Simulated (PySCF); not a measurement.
**Computed spin Hamiltonian**

Species: H2PO (doublet state).
Cartesian coordinates in Å at the PBE0-D3(BJ)/def2-SVP level; atoms count from 1:
```
atom  x, y, z in Å
O1     1.362   -0.556   -0.230
P2     0.062    0.151   -0.555
H3    -1.080   -0.713   -0.551
H4    -0.324    1.128    0.419
```

Identity: H2PO, `O=[PH2]` [radical].

Method used: UKS B3LYP, IGLO-III on O P, pcH-1 on H, non-relativistic, mean-field spin-orbit, GIAO in PySCF 2.14.0. Geometry: PBE0-D3(BJ)/def2-SVP; no solvent, vibrations or thermal averaging.

| Quantity | Value |
| --- | --- |
| g1, g2, g3 | 2.00176, 2.00680, 2.00830 |
| g_iso | 2.00562 |
| Form of g | rhombic: the two nearest values differ by 23 % of g3 − g1 |
| ⟨S²⟩ | 0.7556 (exact 0.7500) |
| α and β electrons | 13, 12 |
| HOMO–LUMO gap, α and β orbitals | 7.17, 4.62 eV |
| Total energy | -417.80621 Eh |

Hyperfine couplings atom by atom, in MHz; T1 to T3 are the principal values of the dipolar part:

| atom | isotope | a_iso | of which spin–orbit | T1 | T2 | T3 | Mulliken spin population |
| --- | --- | --- | --- | --- | --- | --- | --- |
| O1 | 17O | -24.2 | -0.5 | -124.9 | 61.8 | 63.0 | 0.36 |
| P2 | 31P | 1002.9 | -2.3 | -155.5 | -149.8 | 305.3 | 0.53 |
| H3 | 1H | 120.2 | 0.0 | -7.4 | -0.8 | 8.1 | 0.05 |
| H4 | 1H | 120.5 | 0.0 | -7.4 | -0.8 | 8.1 | 0.05 |

Largest spin populations (Mulliken): P2 (+0.53) and O1 (+0.36). The angles at P2 add up to 328.8°, so it is pyramidal.

P2, the radical centre as drawn in `O=[PH2]`, holds a spin population of +0.53 out of 1.

Axes: g2 points within 5° of the O1–P2 bond.

Under fast tumbling the dipolar parts average out, and these isotropic splittings remain: 1 × 31P (P2, I = 1/2, 2 lines) with 35.73 mT and 2 × 1H (H3/H4, I = 1/2, 3 lines) with 4.29 mT.

Nuclei that the bonding pattern makes equivalent are averaged, as if the motion that swaps them (rotation, inversion, ring flip) were fast.

The 17O coupling of O1 (-24.2 MHz) shows only in satellite lines or after enrichment, since that isotope makes up about 0.038 % of natural oxygen.
